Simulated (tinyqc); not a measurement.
Worked calculation: RKS/exchange-only LDA in the sto-6g basis, for LiH, spin multiplicity 1. One step of it, computed by the program tinyqc.

Problem. Iteration 1: building the Kohn-Sham matrix. J_ij = sum D_kl (ij|kl); F = H + J + V_xc; E = tr D H + tr D J / 2 + E_xc + E_nn.

D at the start, lower triangle:
```
            1Li 1s     1Li 2s   1Li 2px   1Li 2py    1Li 2pz     2H 1s
1Li 1s    0.000810
1Li 2s   -0.005766   0.041033
1Li 2px   0.000000   0.000000  0.218053
1Li 2py   0.000000   0.000000  0.623345  1.781947
1Li 2pz  -0.034545   0.245822  0.000000  0.000000   1.472669
2H 1s     0.036765  -0.261619  0.000000  0.000000  -1.567311  1.668035
```

core Hamiltonian H = T + V (hartree), lower triangle:
```
            1Li 1s     1Li 2s    1Li 2px    1Li 2py    1Li 2pz      2H 1s
1Li 1s   -4.677712
1Li 2s   -0.992671  -1.314212
1Li 2px   0.000000   0.000000  -1.080711
1Li 2py   0.000000   0.000000   0.000000  -1.080711
1Li 2pz  -0.008041  -0.081246   0.000000   0.000000  -1.140612
2H 1s    -0.058969  -0.341859   0.000000   0.000000  -0.477189  -1.152887
```

Two-electron integrals (ij|kl) in chemists' order, unique and non-zero (hartree):
```
(11|11) 1.681247   (21|11) 0.242603   (21|21) 0.044507   (22|11) 0.397190
(22|21) 0.090279   (22|22) 0.290625   (31|31) 0.009437   (32|31) 0.014261
(32|32) 0.064236   (33|11) 0.397190   (33|21) 0.090279   (33|22) 0.290625
(33|33) 0.313125   (41|41) 0.009437   (42|41) 0.014261   (42|42) 0.064236
(43|43) 0.016875   (44|11) 0.397190   (44|21) 0.090279   (44|22) 0.290625
(44|33) 0.279374   (44|44) 0.313125   (51|51) 0.009437   (52|51) 0.014261
(52|52) 0.064236   (53|53) 0.016875   (54|54) 0.016875   (55|11) 0.397190
(55|21) 0.090279   (55|22) 0.290625   (55|33) 0.279374   (55|44) 0.279374
(55|55) 0.313125   (61|11) 0.013705   (61|21) 0.002485   (61|22) 0.005180
(61|33) 0.005104   (61|44) 0.005104   (61|51) 0.000335   (61|52) 0.000714
(61|55) 0.005332   (61|61) 0.000154   (62|11) 0.066339   (62|21) 0.015459
(62|22) 0.057459   (62|33) 0.054123   (62|44) 0.054123   (62|51) 0.002428
(62|52) 0.017923   (62|55) 0.064129   (62|61) 0.001074   (62|62) 0.023891
(63|31) 0.000885   (63|32) 0.004924   (63|53) 0.002240   (63|63) 0.001134
(64|41) 0.000885   (64|42) 0.004924   (64|54) 0.002240   (64|64) 0.001134
(65|11) 0.091655   (65|21) 0.021480   (65|22) 0.081772   (65|33) 0.076206
(65|44) 0.076206   (65|51) 0.003786   (65|52) 0.027974   (65|55) 0.092904
(65|61) 0.001530   (65|62) 0.036548   (65|65) 0.056219   (66|11) 0.227270
(66|21) 0.053556   (66|22) 0.217938   (66|33) 0.200467   (66|44) 0.200467
(66|51) 0.008000   (66|52) 0.076638   (66|55) 0.252881   (66|61) 0.003784
(66|62) 0.122122   (66|65) 0.191566   (66|66) 0.774999
```

nuclear repulsion = 0.68192940 hartree

V_xc (hartree), lower triangle:
```
            1Li 1s     1Li 2s    1Li 2px    1Li 2py    1Li 2pz      2H 1s
1Li 1s   -0.220503
1Li 2s   -0.060213  -0.187263
1Li 2px   0.000000   0.000000  -0.162336
1Li 2py   0.000000   0.000000  -0.016388  -0.206046
1Li 2pz  -0.000052  -0.000808   0.000000   0.000000  -0.193409
2H 1s    -0.003426  -0.050160   0.000000   0.000000  -0.075359  -0.367079
```

E_xc = sum of w rho eps_xc = -0.79909907 hartree

Give: Coulomb J; Kohn-Sham matrix F; total energy of this density.

Solution.

Coulomb J (hartree), lower triangle:
```
         1Li 1s  1Li 2s  1Li 2px  1Li 2py  1Li 2pz  2H 1s
1Li 1s    1.452
1Li 2s    0.331   1.098
1Li 2px   0.000   0.000    1.056
1Li 2py   0.000   0.000    0.021    1.109
1Li 2pz   0.007   0.061    0.000    0.000    1.129
2H 1s     0.020   0.290    0.000    0.000    0.430  1.448
```

Kohn-Sham matrix F (hartree), lower triangle:
```
         1Li 1s  1Li 2s  1Li 2px  1Li 2py  1Li 2pz   2H 1s
1Li 1s   -3.446
1Li 2s   -0.722  -0.404
1Li 2px   0.000   0.000   -0.187
1Li 2py   0.000   0.000    0.005   -0.178
1Li 2pz  -0.002  -0.021    0.000    0.000   -0.206
2H 1s    -0.043  -0.102    0.000    0.000   -0.122  -0.072
```

total energy of this density = -1.85538 hartree
